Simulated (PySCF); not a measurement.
Molecule: `Cn1nccn1`, C$_{3}$H$_{5}$N$_{3}$.

Structure with atom numbers: `[CH3:1][n:2]1[n:3][cH:4][cH:5][n:6]1`. Each H is labelled by its parent atom.

Geometry PBE0-D3(BJ)/def2-SVP throughout; GIAO in PySCF 2.14.0 with density-fitted response routines, gas phase, one conformer, non-relativistic; equivalent atoms averaged; basis pcSseg-2.

For orientation, HF gives these absolute shieldings σ: C4/C5 47.7, C1 150.7, N3/N6 -134.8, N2 -20.4, H(C4)/H(C5) 23.82, H(C1) 27.57 ppm.

A run gave: C4/C5 49.7, C1 141.5, N3/N6 -79.8, N2 1.9, H(C4)/H(C5) 23.72, H(C1) 27.14 ppm (absolute shieldings σ).

Task: Which functional was used in that run?
A. OPBE
B. BLYP
C. PBE
D. LDA
E. BP86

Result: A. C4/C5 tells them apart best: OPBE gives 49.7, LDA gives 36.0, BP86 gives 40.1, PBE gives 40.2, BLYP gives 35.4 ppm.
